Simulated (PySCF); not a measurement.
# First hyperpolarisability: mercaptoacetone, C$_{3}$H$_{6}$OS

Molfile (atoms numbered from 1):
```
C3H6OS
     RDKit          3D

 11 10  0  0  0  0  0  0  0  0999 V2000
    1.4576    0.0456   -0.3376 C   0  0  0  0  0  0  0  0  0  0  0  0
    0.2819   -0.3564    0.5045 C   0  0  0  0  0  0  0  0  0  0  0  0
    0.3709   -0.6158    1.6784 O   0  0  0  0  0  0  0  0  0  0  0  0
   -1.0645   -0.4044   -0.1853 C   0  0  0  0  0  0  0  0  0  0  0  0
   -1.7733    1.2647   -0.2244 S   0  0  0  0  0  0  0  0  0  0  0  0
    1.6684   -0.7465   -1.0629 H   0  0  0  0  0  0  0  0  0  0  0  0
    1.2266    0.9509   -0.9035 H   0  0  0  0  0  0  0  0  0  0  0  0
    2.3324    0.2043    0.2894 H   0  0  0  0  0  0  0  0  0  0  0  0
   -1.7282   -1.0915    0.3373 H   0  0  0  0  0  0  0  0  0  0  0  0
   -0.9730   -0.6999   -1.2322 H   0  0  0  0  0  0  0  0  0  0  0  0
   -1.7980    1.4323    1.1080 H   0  0  0  0  0  0  0  0  0  0  0  0
  1  2  1  0
  2  3  2  0
  2  4  1  0
  4  5  1  0
  1  6  1  0
  1  7  1  0
  1  8  1  0
  4  9  1  0
  4 10  1  0
  5 11  1  0
M  END
```

The calculation used quadratic response CAM-B3LYP/def2-TZVPD first hyperpolarisability, Taylor convention, gas phase (PySCF). Geometry: PBE0-D3(BJ)/def2-TZVP.

Q: Give β for the processes computed.

A: In 10⁻³⁰ esu, Taylor convention; the vector part is βᵢ = ⅓ Σⱼ (βᵢⱼⱼ + βⱼᵢⱼ + βⱼⱼᵢ); β∥ is 3/5 of the vector part along the dipole, the dipole points from − to +:
| process | λ (nm) | β vector norm | β∥ | β HRS | depolarisation ratio |
| --- | --- | --- | --- | --- | --- |
| static β(0;0,0) | ∞ | 0.79 | -0.20 | 0.31 | 6.32 |
| second harmonic β(−2ω;ω,ω) | 1907 | 0.80 | -0.20 | 0.31 | 6.18 |
| Pockels β(−ω;ω,0) | 1907 | 0.79 | -0.20 | – | – |
| second harmonic β(−2ω;ω,ω) | 1064 | 0.84 | -0.20 | 0.33 | 5.79 |
| Pockels β(−ω;ω,0) | 1064 | 0.80 | -0.20 | – | – |

Q: Which lowest excitations, dipole and polarisabilities go with it?

A: S1 4.34 eV (f = 0.004); S2 5.30 eV (f = 0.003); S3 5.91 eV (f = 0.023); dipole 2.22 D; isotropic α 61.5 au static, 61.7 au at 1907 nm, 62.1 au at 1064 nm, 62.2 au at 953.5 nm, 63.8 au at 532 nm.
